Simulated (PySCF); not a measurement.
A structure optimised at TPSSh-D3(BJ)/def2-SVP, used in a PySCF frequency run:

```
B
Cl 1 1.7490
Cl 1 1.7490 2 120.00
Cl 1 1.7490 2 120.00 3 180.00
```
Charge 0, spin multiplicity 1.

Question: Write its SMILES, formula and point group.

Answer: ClB(Cl)Cl, BCl3, D3h

Question: What are its rotational constants (standard atomic weights)?

Answer: 3.1068, 3.1068, 1.5534 GHz
